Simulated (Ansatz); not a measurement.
A nudged elastic band was laid between two geometries of BClFH + H2 (6 atoms, charge 0, multiplicity 1).

Computed with RKS r2SCAN/def2-SVP in Ansatz 0.2.0.

* movable images: 5
* climbing image: yes
* spring: 5.0 eV/Å²
* optimiser: quadratic models (default)
* start path: through a guess of the saddle point
* force threshold: 0.03 eV/Å
* iteration limit: 60
* end points: relaxed

Initial state:

```xyz
6
Properties=species:S:1:pos:R:3
B 0.014 -0.487 -0.029
F 0.037 -0.898 1.221
Cl 1.516 -0.449 -0.933
H -1.022 -0.158 -0.540
H 0.472 2.351 0.789
H 0.131 2.106 1.421
```

Final state:

```xyz
6
Properties=species:S:1:pos:R:3
B -0.055 0.597 -0.267
F -0.074 0.336 1.729
Cl 1.598 -0.088 -0.486
H -0.972 -0.136 -0.516
H -0.135 1.794 -0.255
H 0.787 -0.038 1.725
```

Q: What changes between the two ends?

A: Bonds broken: B1–F2, H5–H6. Bonds formed: B1–H5, F2–H6. BClFH + H2 becomes BClH2 + FH.

Q: What energy profile does the band end with?

A: The run converged. The highest image is number 3 of 0 to 6, 42.0 kcal/mol above the first end and 11.8 kcal/mol above the last; the last end lies 30.3 kcal/mol above the first. Neighbouring images differ by up to 1.3 eV, so the band resolves the path poorly. A vibrational analysis at the climbing image gives one clearly imaginary mode, 1023i cm⁻¹: a first-order saddle point. The orbitals stay closed-shell, which can raise the energy where a bond breaks towards radicals; this wasn't checked here.

| image | path coordinate (Å) | energy (kcal/mol) | B1–F2 (Å) | H5–H6 (Å) | B1–H5 (Å) |
| --- | --- | --- | --- | --- | --- |
| 0 | 0.00 | 0.0 | 1.32 | 0.76 | 2.99 |
| 1 | 0.68 | 1.2 | 1.32 | 0.76 | 2.42 |
| 2 | 1.35 | 12.0 | 1.35 | 0.77 | 1.79 |
| 3 | 2.03 | 42.0 | 1.64 | 1.08 | 1.32 |
| 4 | 2.79 | 32.5 | 2.09 | 1.91 | 1.21 |
| 5 | 3.54 | 31.6 | 2.10 | 2.54 | 1.20 |
| 6 | 4.30 | 30.3 | 2.01 | 2.85 | 1.20 |

Q: What is the geometry of the highest image?

A: 
```xyz
6
Properties=species:S:1:pos:R:3
B 0.096 0.282 -0.007
F 0.118 -0.118 1.585
Cl 1.579 -0.244 -0.815
H -0.978 0.017 -0.466
H 0.167 1.547 0.355
H 0.167 0.980 1.277
```

The band took 14 iterations and about 2.9 core-minutes.

Time of the run: 2.9 min on 1 thread of Arm Neoverse V1 (shared host), peak memory 0.11 GiB.
